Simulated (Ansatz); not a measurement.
SiN₂H₆⁻, that is Si(NH2)2H2 with one electron more: single points at one geometry.

```yaml
crystal:
  periodic: [false, false, false]
  atoms:
    - {symbol: Si, position_ang: [-0.451956, 0.005869, -0.314143]}
    - {symbol: N, position_ang: [-0.408381, 0.153306, 1.404679]}
    - {symbol: H, position_ang: [-0.020644, -0.589690, 1.978821]}
    - {symbol: H, position_ang: [-1.152773, 0.648616, 1.885407]}
    - {symbol: N, position_ang: [1.171996, -0.158717, -0.873291]}
    - {symbol: H, position_ang: [1.857007, 0.572637, -0.707040]}
    - {symbol: H, position_ang: [1.357898, -0.657937, -1.737346]}
    - {symbol: H, position_ang: [-1.218906, 1.225303, -0.740557]}
    - {symbol: H, position_ang: [-1.134242, -1.199397, -0.896530]}
basis:
  gaussian: {orbitals: def2-TZVPD, initial_orbitals: start.molden}
total_charge: -1
magnetization: {spin_polarized: true, initial_magnetization: 1}
hamiltonian: {xc: pbe, dispersion: d4}
scf: {omitted_lower_state_checks: [starts]}
output: {orbitals: {seedname: orbitals}}
```

The file start.molden holds the orbitals of an earlier run on this structure, at another level or in another basis.

```sh
$ ansatz run in.yaml --threads 4 --pin off --events-out ev --progress --plain --max-ram 3916MiB
```

Output, abridged:

```
Functional definition: PBE
939 factors; their error is unknown
mean field evaluation 1: about -10949.5029 eV, gradient 6.3e0 eV
mean field evaluation 2: about -10949.5855 eV, gradient 1.2e-1 eV
mean field evaluation 4: about -10949.5760 eV, gradient 1.4e-2 eV
mean field evaluation 8: about -10949.5760 eV, gradient 1.3e-5 eV
mean field -10949.57598764 eV, -402.3894956564 hartree, gradient 1.6e-5 eV, S^2 0.750277; 0 other end points of the search recorded, 0 dependent functions left out
reference -10949.57603530 eV, -402.3894974080 hartree; 18, 17 occupied and 153, 154 virtual orbitals, 939 factors
Total energy: -10949.75130619 eV, -402.3959384946 hartree
Checks for a lower state left out: starts
```

Hardware: 4 threads of Arm Neoverse V1 on a shared host. Wall time 3 s.

First input, but with `gaussian: {orbitals: def2-TZVP, initial_orbitals: start.molden}`, `hamiltonian: {xc: {name: LC-wPBE, parameters: {omega: 0.15/bohr}}}` (abridged; 4.6 s):

```
Functional definition: LC-wPBE
mean field evaluation 16: about -10949.9024 eV, gradient 1.6e-6 eV
mean field -10949.90241681 eV, -402.4014917075 hartree, gradient 1.6e-6 eV, S^2 0.751888
Total energy: -10949.90241691 eV, -402.4014917111 hartree
Checks for a lower state left out: starts
```

The first input with `gaussian: {orbitals: def2-TZVP, initial_orbitals: start.molden}`, `hamiltonian: {xc: {name: LC-wPBE, parameters: {omega: 0.1/bohr}}}` (abridged; 5.5 s):

```
Functional definition: LC-wPBE
mean field -10949.68011297 eV, -402.3933221919 hartree, gradient 1.3e-5 eV, S^2 0.751432
Total energy: -10949.68011321 eV, -402.3933222006 hartree
Checks for a lower state left out: starts
```

First input, but with `hamiltonian: {xc: pbe0, dispersion: d4}` (abridged; 4.1 s):

```
Functional definition: PBE0
mean field -10950.48271592 eV, -402.4228173062 hartree, gradient 2.6e-5 eV, S^2 0.750319
Total energy: -10950.62865050 eV, -402.4281803032 hartree
Checks for a lower state left out: starts
```

The first input with `correlation: {method: ccsd_t}`, `scf: {omitted_lower_state_checks: [starts, cluster_reference]}` and without the key `hamiltonian` (abridged; 7 min):

```
Functional definition: HF
a density is far from that of the atoms, so the factors are made again for it
mean field evaluation 16: about -10921.4064 eV, gradient 1.7e1 eV
mean field evaluation 32: about -10922.0517 eV, gradient 3.3e-4 eV
mean field -10922.05167128 eV, -401.3779956869 hartree, gradient 3.8e-6 eV, S^2 0.750630; 1 other end points of the search recorded, 0 dependent functions left out
7 core orbitals not correlated: weight in the atoms' cores, before any rotation towards them, 1.000 or more for the frozen orbitals, at most 0.000 for the correlated occupied ones
second order -15.28900930 eV of doubles, -0.00000000 eV of singles
cycle   1  -15.75693354 eV  change   -4.7e-1 eV  update   9.7e-2
cycle   2  -16.18646721 eV  change   -4.3e-1 eV  update   3.8e-2
cycle   3  -16.27264835 eV  change   -8.6e-2 eV  update   2.9e-2
cycle   4  -16.25226815 eV  change    2.0e-2 eV  update   1.9e-2
cycle   5  -16.25215944 eV  change    1.1e-4 eV  update   1.2e-2
cycle   6  -16.25814553 eV  change   -6.0e-3 eV  update   5.3e-3
cycle   7  -16.25845274 eV  change   -3.1e-4 eV  update   1.8e-3
cycle   8  -16.25952792 eV  change   -1.1e-3 eV  update   7.7e-4
cycle   9  -16.25963755 eV  change   -1.1e-4 eV  update   3.0e-4
cycle  10  -16.25941138 eV  change    2.3e-4 eV  update   1.5e-4
cycle  11  -16.25951661 eV  change   -1.1e-4 eV  update   8.1e-5
cycle  12  -16.25950087 eV  change    1.6e-5 eV  update   4.1e-5
cycle  13  -16.25952811 eV  change   -2.7e-5 eV  update   2.6e-5
cycle  14  -16.25953460 eV  change   -6.5e-6 eV  update   1.9e-5
perturbative correction -0.63064149 eV, -0.0231756472 hartree
Total energy: -10938.94184736 eV, -401.9986982094 hartree
Checks for a lower state left out: starts, cluster_reference
```

As the first input, with `gaussian: {orbitals: def2-TZVP, initial_orbitals: start.molden}`, `hamiltonian: {xc: {name: LC-wPBE, parameters: {omega: 0.2/bohr}}}` (abridged; 4.9 s):

```
Functional definition: LC-wPBE
mean field evaluation 16: about -10950.2117 eV, gradient 2.0e-5 eV
mean field -10950.21166045 eV, -402.4128562014 hartree, gradient 7.0e-6 eV, S^2 0.751980
Total energy: -10950.21166049 eV, -402.4128562029 hartree
Checks for a lower state left out: starts
```

The first input with `gaussian: {orbitals: def2-TZVP, initial_orbitals: start.molden}`, `hamiltonian: {xc: {name: LC-wPBE, parameters: {omega: 0.3/bohr}}}` (abridged; 4.6 s):

```
Functional definition: LC-wPBE
mean field evaluation 16: about -10950.9554 eV, gradient 6.0e-6 eV
mean field -10950.95543229 eV, -402.4401893123 hartree, gradient 6.0e-6 eV, S^2 0.752768
Total energy: -10950.95543230 eV, -402.4401893129 hartree
Checks for a lower state left out: starts
```

Geometry: PBE-D4/def2-TZVP, that of the neutral singlet.

Correlated methods freeze 7 core orbitals. At PBE-D4/def2-TZVPD, LC-ωPBE (ω = 0.15 bohr⁻¹)/def2-TZVP, LC-ωPBE (ω = 0.10 bohr⁻¹)/def2-TZVP, PBE0-D4/def2-TZVPD and others the highest occupied level of the charge -1 doublet lies above zero (up to 2.85 eV). By energy differences it is unbound by 2.22 eV (vertical, against the charge 0 singlet, at LC-ωPBE (ω = 0.10 bohr⁻¹)/def2-TZVP) and held by the finite basis.
